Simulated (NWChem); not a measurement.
The numbers come from NWChem runs, not from measurements. System: phosphine (H3P), charge 0, spin multiplicity 1, at a geometry optimised with PBE0/def2-SVP. Level: RI-MP2/cc-pVQZ, 5 core orbitals frozen.

Input file:

```
start mol
memory heap 200 mb stack 800 mb global 1000 mb
geometry units angstroms nocenter noautoz
  P     -0.130235    -0.003352     0.000000
  H      0.666565    -0.580989     1.035668
  H      0.666565    -0.580989    -1.035668
  H      0.620396     1.212263     0.000000
  symmetry group Cs
end
basis spherical
  * library cc-pvqz
end
basis "ri-mp2 basis" spherical
  * library cc-pvqz-ri
end
scf
  rhf
  nopen 0
  maxiter 100
  thresh 1e-7
  semidirect memsize 60000000 filesize 0
end
mp2
  freeze core 5
end
task rimp2 energy
```

NWChem printed:

```
             Northwest Computational Chemistry Package (NWChem) 7.3.0
             --------------------------------------------------------

                                NWChem Input Module
                                -------------------

 Scaling coordinates for geometry "geometry" by  1.889725989
 (inverse scale =  0.529177249)

 Turning off AUTOSYM since
 SYMMETRY directive was detected!

                             Geometry "geometry" -> ""
                             -------------------------

 Output coordinates in angstroms (scale by  1.889725989 to convert to a.u.)

  No.       Tag          Charge          X              Y              Z
 ---- ---------------- ---------- -------------- -------------- --------------
    1 P                   15.0000    -0.13023500    -0.00335200     0.00000000
    2 H                    1.0000     0.66656500    -0.58098900     1.03566800
    3 H                    1.0000     0.66656500    -0.58098900    -1.03566800
    4 H                    1.0000     0.62039600     1.21226300     0.00000000

 Effective nuclear repulsion energy (a.u.)      17.4340881334

            Nuclear Dipole moment (a.u.)
            ----------------------------
        X                 Y               Z
 ---------------- ---------------- ----------------
     0.0000018897     0.0000094486     0.0000000000

      Symmetry information
      --------------------

 Group name             Cs
 Group number              2
 Group order               2
 No. of unique centers     3

      Symmetry unique atoms

     1    2    4


 Summary of "ao basis" -> "" (spherical)
 ------------------------------------------------------------------------------
       Tag                 Description            Shells   Functions and Types
 ---------------- ------------------------------  ------  ---------------------
 *                          cc-pvqz                   on all atoms

 Summary of "ri-mp2 basis" -> "" (spherical)
 ------------------------------------------------------------------------------
       Tag                 Description            Shells   Functions and Types
[...]
 Summary of "ri-mp2 basis" -> "ri-mp2 basis" (spherical)
 ------------------------------------------------------------------------------
       Tag                 Description            Shells   Functions and Types
 ---------------- ------------------------------  ------  ---------------------
 P                         cc-pvqz-ri               38      158   11s9p8d6f3g1h
 H                         cc-pvqz-ri               15       55   5s4p3d2f1g

 SCF Reference Information:
            File: './mol.movecs'
           Title: ''
    Size (AOxMO):    149 x    149
       Total Occ:              18.00
 RI-MP2 Calculation Information:
          Nr. of AO basis functions:        149
     Nr. of fitting basis functions:        323
               Nr. of MO spin cases:          1
        Nr. of MOs to be correlated:        144
     Nr. of occupied MOs correlated:          4
      Nr. of virtual MOs correlated:        140

          RI integral approximation: 'V'
    Threshold for Schwarz screening:  1.000E-09
 Smallest eigenvalue retained in fit  1.000E-08
    Type of storage for MO integrals 'EAF library'

 Transformation block size    4, requiring     1 integral passes.
 XForm_3cInts: Completed     1:    4 pass.
 Energy evaluation using block sizes     4    4
 RIMP2_V_E2: Approx. ints. done (    1:    4,    1:    4)
 RIMP2_V_E2: Copy to B done (    1:    4,    1:    4)
 RIMP2_V_E2: Denominators done (    1:    4,    1:    4)
 RIMP2_V_E2: Completed block (    1:    4,    1:    4)

          -------------------------------------------
          SCF energy                -342.491700365248
          Correlation energy          -0.182248295454
          Total MP2 energy          -342.673948660702
          -------------------------------------------

 -----------------------
 Performance information
 -----------------------

 Timer overhead =  1.94D-07 seconds/call

               Nr. of calls         CPU time (s)                 Wall time (s)                GFlops
             ---------------    -------------------     ------------------------------   -------------------
Name         Min   Avg   Max    Min     Avg     Max     Min     Avg     Max   Mx/calls   Min     Max     Sum
Overall       1     1     1    12.     12.     12.      12.     12.     12.     12.      0.0     0.0     0.0
3c integr     1     1     1    1.5     1.5     1.5      1.5     1.5     1.5     1.5      0.0     0.0     0.0
Energy        1     1     1   5.03E-2 5.03E-2 5.03E-2  5.03E-2 5.03E-2 5.03E-2 5.03E-2   0.0     0.0     0.0
3c integr     1     1     1    1.5     1.5     1.5      1.5     1.5     1.5     1.5      0.0     0.0     0.0
First 2/3     3     3     3   9.54E-3 9.54E-3 9.54E-3  9.54E-3 9.54E-3 9.54E-3 3.18E-3   0.0     0.0     0.0
Final 1/3     1     1     1   6.50E-3 6.50E-3 6.50E-3  6.50E-3 6.50E-3 6.50E-3 6.50E-3   0.0     0.0     0.0
Write 3c      1     1     1   1.14E-3 1.14E-3 1.14E-3  1.15E-3 1.15E-3 1.15E-3 1.15E-3   0.0     0.0     0.0
Read 3c i     1     1     1   4.31E-4 4.31E-4 4.31E-4  4.31E-4 4.31E-4 4.31E-4 4.31E-4   0.0     0.0     0.0
Fitting b     1     1     1   7.45E-2 7.45E-2 7.45E-2  7.45E-2 7.45E-2 7.45E-2 7.45E-2   0.0     0.0     0.0
Schwarz i     1     1     1   6.43E-2 6.43E-2 6.43E-2  6.43E-2 6.43E-2 6.43E-2 6.43E-2   0.0     0.0     0.0
Form 4ci      1     1     1   8.64E-3 8.64E-3 8.64E-3  8.64E-3 8.64E-3 8.64E-3 8.64E-3   0.0     0.0     0.0
Form A &      1     1     1   3.97E-2 3.97E-2 3.97E-2  3.97E-2 3.97E-2 3.97E-2 3.97E-2   0.0     0.0     0.0
Denominat     1     1     1   2.69E-4 2.69E-4 2.69E-4  2.69E-4 2.69E-4 2.69E-4 2.69E-4   0.0     0.0     0.0
Pair Ener     1     1     1   7.42E-4 7.42E-4 7.42E-4  7.42E-4 7.42E-4 7.42E-4 7.42E-4   0.0     0.0     0.0

 The average no. of pstat calls per process was 1.60D+01
 with a timing overhead of 3.10D-06s

 Task  times  cpu:       12.0s     wall:       12.0s

 Total times  cpu:       12.0s     wall:       12.0s
```
